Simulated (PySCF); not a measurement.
From computed data to an observable: entropy of an ideal gas

C₂H₃, SMILES C=[CH], multiplicity 2.

Coordinates come from a PBE-D3(BJ)/def2-TZVP optimisation. The isomer is the one that the SMILES or the coordinates give; other isomers of the formula were not compared.

PBE-D3(BJ)/def2-TZVP in PySCF gives the harmonic wavenumbers 680, 783, 882, 1005, 1343, 1617, 2972, 3069, 3178 cm⁻¹ and the rotational temperatures 11.2703, 1.5540, 1.3657 K. The molar mass is 27.05 g/mol, the symmetry number 1, the spin multiplicity 2.

### Question
Work out the entropy at 298.15 K and 1 atm in the rigid-rotor, harmonic-oscillator model.

### Answer

Translation (Sackur–Tetrode at 1 atm): S = R[1.5 ln M + 2.5 ln T − 1.16487] = 149.9 J/(mol K).
Rotation: q = (√π/σ) T^1.5/√(θA θB θC) = 1870, S = R[ln q + 3/2] = 75.1 J/(mol K).
Vibration: with u = 1.4388 ν/T, each mode gives R[u/(e^u − 1) − ln(1 − e^−u)]:
```tsv
ν (cm⁻¹)	modes	u	S (J/(mol K))
680	1	3.28	1.38
783	1	3.78	0.93
882	1	4.26	0.63
1005	1	4.85	0.38
1343	1	6.48	0.10
1617	1	7.80	0.03
```
The stiffer modes add less than 0.005 each. Sum 3.4 J/(mol K).
Spin: R ln 2 = 5.8 J/(mol K).
Total 234.2 J/(mol K); the program's own thermochemistry gives 234.2. Translation makes up 64 % and vibration 1 %. Anharmonicity, hindered rotation and orbital degeneracy are left out.
